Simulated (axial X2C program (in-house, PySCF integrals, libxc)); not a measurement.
# Potential curves of AlH⁻, with spin–orbit coupling

All values were computed with an axial X2C code built on PySCF integrals. Two-component (2c) means X2C with spin–orbit coupling and atomic mean-field two-electron Coulomb and Gaunt terms. Basis: Al dyall-av3z [9s9p3d2f], H dyall-av3z [7s3p2d] (cores contracted in-house); Gaussian nuclei, density fitting, unrestricted open shells. Masses: Al 26.982 u, H 1.008 u.

State: Ω = 1/2 (⟨Sz⟩ = -0.50, ⟨Lz⟩ = 1.00 at PBE0). Energies in cm⁻¹ from the fragments at the same level (Al + H-). Fits are polynomials in 1 − R0/R over 0.85 to 1.23 times the lowest point R0.

```csv
R (Å),PBE0
1.4807,-19180
1.5488,-20391
1.5999,-20928
1.6509,-21211
1.7020,-21291
1.7616,-21180
1.8211,-20898
1.8977,-20350
1.9913,-19490
2.1275,-18033
```

The state is a single determinant with fixed occupations, the lowest that a limited PBE0 search found. De is counted from the lowest determinant-based energies of the atoms at the same level, without counterpoise correction. Density functionals use the spin component along the axis (collinear). The highest occupied level is positive at some bond lengths even in Hartree–Fock (under at least one Hamiltonian), so the basis set holds the extra electron there; where that holds at Re the anion is at best weakly bound and its constants depend on the basis. In 2c an atomic determinant is not the ground J level, so De misses part of the atomic spin–orbit lowering. This holds for PBE0. The functionals have no current-density term, which raises determinants with orbital currents, atoms included.

Q: Fit the PBE0 curve near its minimum: give the equilibrium distance, the harmonic wavenumber and the well depth.

A: At PBE0, 2c: Re = 1.699 Å, ωe ≈ 1480 cm⁻¹, De = 2.64 eV to Al + H-; Be follows as 6.01 cm⁻¹.
